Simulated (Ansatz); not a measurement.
Z-matrix (Å, degrees):
```
C
C 1 1.508
C 1 1.480 2 113.0
H 1 1.102 2 106.2 3 122.5
H 1 1.093 2 107.9 3 -123.6
F 2 1.359 1 110.0 3 -179.0
F 2 1.360 1 110.3 3 -61.1
H 2 1.095 1 113.6 3 59.8
H 3 1.081 1 120.7 2 -148.6
H 3 1.082 1 120.3 2 40.3
```

Total charge 0; spin multiplicity 2.

List the PBE/def2-TZVPP orbital energies in eV (Ansatz). (An estimate is asked.)

The calculation gave: α occupied: -660.24, -660.23, -273.08, -269.58, -269.54, -31.38, -29.81, -20.07, -17.04, -15.27, -13.58, -13.43, -12.46, -11.03, -10.42, -9.95, -9.62, -9.31, -9.19, -7.91, -5.15. α empty: 0.72, 1.23, 1.33, 1.96, 2.39, 2.44, 3.04, 3.72. β occupied: -660.24, -660.23, -273.06, -269.56, -269.22, -31.38, -29.81, -19.84, -16.71, -14.92, -13.56, -13.39, -12.38, -10.85, -10.23, -9.88, -9.54, -9.22, -9.14, -7.87. β empty: -2.94, 0.82, 1.33, 1.52, 2.07, 2.46, 2.56, 3.12. ⟨S²⟩ = 0.754.
